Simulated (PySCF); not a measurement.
# r2SCAN/STO-3G run of SiH3F (SMILES F[SiH3])

What is the vertical singlet–triplet gap of SiH3F at r2SCAN/STO-3G? Input form: a Python script.

The results are computed with PySCF 2.14.0.

9 further runs of the same task are left out: 3 that didn't finish, 6 set aside as unsound or not needed.

## 1. The structure to begin with

SiH3F has 5 atoms, charge 0, and is taken as a singlet. SMILES: `F[SiH3]`. The shape is that of a PBE0-D4/def2-TZVP optimisation.

Bond lengths: F1–Si2 1.600 Å, Si2–H3 1.482 Å, Si2–H4 1.482 Å, Si2–H5 1.482 Å. Angles: F1–Si2–H3 108.3°, F1–Si2–H4 108.3°, F1–Si2–H5 108.3°, H3–Si2–H4 110.6°, H3–Si2–H5 110.6°, H4–Si2–H5 110.6°.

## 2. The energy at r2SCAN/STO-3G

Input file calc.py:

```python
# F[SiH3]
from pyscf import gto, dft

molecule = gto.Mole()
molecule.atom = '''
F     -1.274600     0.162800     0.858000
Si     0.043300    -0.019300    -0.030700
H     -0.367800    -0.192600    -1.443700
H      0.768600    -1.217900     0.451600
H      0.880500     1.193400     0.123400
'''
molecule.basis = 'sto-3g'
molecule.verbose = 3
molecule.max_memory = 1860
molecule.build()

mf = dft.RKS(molecule, xc='r2scan')
mf.grids.level = 5
mf.conv_tol = 1e-10
mf.kernel()
if not mf.converged:
    mf = mf.newton().run(mf.mo_coeff, mf.mo_occ)

e_tot = mf.e_tot
print('E = %.10f Eh' % e_tot)
```

Launch:

```sh
$ OMP_NUM_THREADS=1 python calc.py
```

The log of the run:

```text
converged SCF energy = -386.273051598211
E = -386.2730515982 Eh
```

It took 4.8 s on 1 thread of Arm Neoverse N1, shared host; peak memory 0.19 GiB.

## 3. The triplet at the same level

Input file job.py:

```python
from pyscf import gto, dft

molecule = gto.Mole()
molecule.atom = '''
F     -2.408645     0.307647     1.621385
Si     0.081825    -0.036472    -0.058015
H     -0.695041    -0.363961    -2.728198
H      1.452443    -2.301497     0.853400
H      1.663904     2.255199     0.233192
'''
molecule.max_memory = 1860
molecule.verbose = 3
molecule.spin = 2
molecule.charge = 0
molecule.unit = 'bohr'
molecule.basis = 'sto-3g'
molecule.build()

ks = dft.UKS(molecule)
ks.xc = 'r2scan'
ks.conv_tol = 1e-10
ks.grids.level = 5
ks.kernel()
if not ks.converged:
    ks = ks.newton().run(ks.mo_coeff, ks.mo_occ)

etot = ks.e_tot
print(f'total energy: {etot:.8f} hartree')
```

Launch:

```sh
$ OMP_NUM_THREADS=1 python job.py
```

The log of the run:

```text
WARN: HOMO 0.13437211017278 >= LUMO -0.340660615627463

WARN: HOMO 0.18275120331118 >= LUMO 0.156138628369289

WARN: HOMO 0.20613293855754 >= LUMO 0.0127810927744792

WARN: HOMO 0.232444563787493 >= LUMO -0.0938417173373595

WARN: HOMO 0.224141465921623 >= LUMO -0.120768615907714

WARN: HOMO 0.220398563745999 >= LUMO -0.139654491419308

WARN: HOMO 0.212908417548293 >= LUMO -0.148583804637237

WARN: HOMO 0.215914060647443 >= LUMO -0.147895420394858

WARN: HOMO 0.21569974378314 >= LUMO -0.1482635173148

WARN: HOMO 0.216010045029416 >= LUMO -0.147811618264849

WARN: HOMO 0.215903946163705 >= LUMO -0.147826763414774

WARN: HOMO 0.215918259688844 >= LUMO -0.147812061748758

WARN: HOMO 0.215914561312525 >= LUMO -0.147813041566613

WARN: HOMO 0.215915058029386 >= LUMO -0.14780413196349

WARN: HOMO 0.215939969400569 >= LUMO -0.147725143937668

WARN: HOMO 0.215943794886994 >= LUMO -0.147534345969869

WARN: HOMO 0.215939221072109 >= LUMO -0.147486981534981

WARN: HOMO 0.215905173839714 >= LUMO -0.147773071598088

WARN: HOMO 0.215985251449116 >= LUMO -0.145366995265232

WARN: HOMO 0.215925945786552 >= LUMO -0.147805088179118

WARN: HOMO 0.21597334928322 >= LUMO -0.14435282931551

WARN: HOMO 0.215965391947722 >= LUMO -0.144106011518137

WARN: HOMO 0.215969287845979 >= LUMO -0.144273990265915

WARN: HOMO 0.215975073823797 >= LUMO -0.145991053256517

WARN: HOMO 0.215956503088919 >= LUMO -0.147830579633943

WARN: HOMO 0.215998815899337 >= LUMO -0.146286204767073

WARN: HOMO 0.215993366584334 >= LUMO -0.147288732430442

WARN: HOMO 0.216014049499751 >= LUMO -0.147545781599516

WARN: HOMO 0.216003112142335 >= LUMO -0.147301528321404

WARN: HOMO 0.216000572372747 >= LUMO -0.147707572974404

WARN: HOMO 0.216001565704926 >= LUMO -0.147607371354521

WARN: HOMO 0.216002165989321 >= LUMO -0.147555778678847

WARN: HOMO 0.216002201908053 >= LUMO -0.147548202391993

WARN: HOMO 0.216002211615165 >= LUMO -0.147548406256191

WARN: HOMO 0.216002209500514 >= LUMO -0.147548421052511

converged SCF energy = -385.889560687448  <S^2> = 2.0020575  2S+1 = 3.0013714
total energy: -385.88956069 hartree
```

Wall time 26 s (1 thread of Arm Neoverse N1, shared host); peak memory 0.21 GiB.

## 4. Outcome

Level: r2SCAN/STO-3G.

```
                                        quantity          value
                           singlet: total energy  -386.27305 Eh
                          singlet: dipole moment         0.56 D
                            singlet: HOMO energy       -3.70 eV
                            singlet: LUMO energy        7.14 eV
                          singlet: HOMO–LUMO gap       10.84 eV
                           triplet: total energy  -385.88956 Eh
                          triplet: dipole moment         0.91 D
                                   triplet: ⟨S²⟩          2.002
vertical energy of the triplet above the singlet      10.435 eV
```

In words: At this shape the triplet lies 10.44 eV (241 kcal/mol) above the singlet. In a minimal basis such a difference can be off by several eV, whatever the method. Mulliken charges (singlet) run from -0.25 on F1 to +0.66 on Si2; they depend strongly on the basis. Mulliken charges (triplet) run from -0.15 on H4 to +0.31 on Si2; they depend strongly on the basis.
